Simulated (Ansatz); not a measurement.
# bcc Rb

Method: r²SCAN (PAW; Ansatz, a quantum-chemistry and plane-wave program).

Run with plane-wave cutoff 600 eV, 16×16×16 k mesh, Fermi–Dirac smearing 0.1 eV, finite displacements, force constants from a 4×4×4 q mesh, scalar-relativistic PAW data made under PBE.

Cell: relaxed at this level.

```json
{
  "zero_point_energy": "0.006 eV/atom"
}
```

Cost on a shared machine: very roughly 70 core-minutes.
